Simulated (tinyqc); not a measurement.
Inside a calculation. Method: RHF in the sto-3g basis, for OH-, spin multiplicity 1. The basis has no diffuse functions, so it cannot describe the extra electron: this is an exercise in the method, not the real anion. One step of it, computed by the program tinyqc.

Problem. Iteration 2: DIIS coefficients. Solve [B -1; -1 0][c; lambda] = [0; -1] for the coefficients, which sum to one.

B (overlaps of the stored error matrices):
```
               1              2
1  1.8113383e-01  1.0206787e-01
2  1.0206787e-01  7.4673701e-01
```

Give: DIIS coefficients.

Solution.

DIIS coefficients: 0.8908  0.1092
